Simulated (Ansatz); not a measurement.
Wavefunction ladder for C2H5NS, SMILES `N/C=C\S`

```xyz
9

N    -0.593    1.251   -0.064
C    -0.572   -0.025   -0.540
C     0.208   -1.023   -0.098
S     1.222   -0.838    1.327
H    -1.427    1.791   -0.213
H    -0.136    1.389    0.827
H    -1.224   -0.207   -1.390
H     0.187   -1.985   -0.589
H     2.335   -0.353    0.740
```

Total charge 0; spin multiplicity 1. The geometry is a stationary point of PBE0-D4/def2-TZVP. It is one conformer, not always the lowest. Frozen core, restricted reference, Ansatz 0.2.0. CBS rows extrapolate triple and quadruple zeta; past MP2 they add the triple-zeta difference.

```
     basis     HF (Eh)  MP2 corr.
  def2-SVP  -530.37764   -0.56883
def2-TZVPP  -530.66977   -0.71567
def2-QZVPP  -530.68740   -0.76783
```

(1) Estimate the CCSD correlation energy and the (T) correction in each basis where they were run (hartree).

Results:

(1) 
| basis | CCSD corr. | (T) |
| --- | --- | --- |
| def2-SVP | -0.61192 | -0.02033 |
| def2-TZVPP | -0.75187 | -0.03448 |
| CBS(def2) | -0.84266 | as TZ |
